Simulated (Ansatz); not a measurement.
**GaC2: from a trial structure to a relaxed crystal**

Level of theory: DFT PBE, scalar-relativistic, plane waves, PAW (Ansatz 0.2.0). Cutoff 420 eV, Γ-centred k mesh, Gaussian smearing, no spin polarisation in the final step.

The start puts GaC2 on the marcasite structure type (Pnnm, No. 58), with Ga in place of Fe, C in place of S, at a guessed volume.

```xyz
6
Lattice="4.0048 0.0000 0.0000 0.0000 4.8879 0.0000 0.0000 0.0000 3.0513" Properties=species:S:1:pos:R:3 pbc="T T T"
Ga    0.0000    0.0000    0.0000
Ga    2.0024    2.4439    1.5257
C     0.8026    1.8510    0.0000
C     3.2023    3.0368    0.0000
C     2.8050    0.5929    1.5257
C     1.1999    4.2950    1.5257
```

Cell and atoms relax at zero pressure; the relaxation can't lower the symmetry of the start. After a coarse first stage the cell is made exact in the group found at 0.06 Å.

The zero of energy is the elements' standard structures at the same level; no fitted shifts are applied.

Task: What does it relax into?

Result: It keeps Pnnm (No. 58). The result has the marcasite structure. Conventional cell: a = 4.153 Å, b = 4.992 Å, c = 3.271 Å. Around Ga lie 2 C at 2.08 Å and 4 C at 2.35 Å; C has 1 C at 1.29 Å.

Space group Pnnm (No. 58). a = 4.153 Å, b = 4.992 Å, c = 3.271 Å, α = 90.00°, β = 90.00°, γ = 90.00°
| atom | site | symmetry | x | y | z |
| --- | --- | --- | --- | --- | --- |
| Ga | 2a | ..2/m | 0.0000 | 0.0000 | 0.0000 |
| C | 4g | ..m | 0.1088 | 0.4072 | 0.0000 |

Task: What are its volume, energy, density and gap?

Result: The volume per atom is 11.30 Å³, the density is 4.59 g/cm³ and the energy over the elements is 1.02 eV/atom. The gap on the 10×8×12 mesh is 0 eV (a metal).

The final run used a 10×8×12 mesh on its 6-atom cell and 0.10 eV smearing. The k mesh leaves about 4 meV/atom of noise in metals. A structure relaxed within its symmetry needn't be a true minimum.

Cost: 3 runs of about 2.8 core-minutes in all, on Arm Neoverse V2 (shared hosts).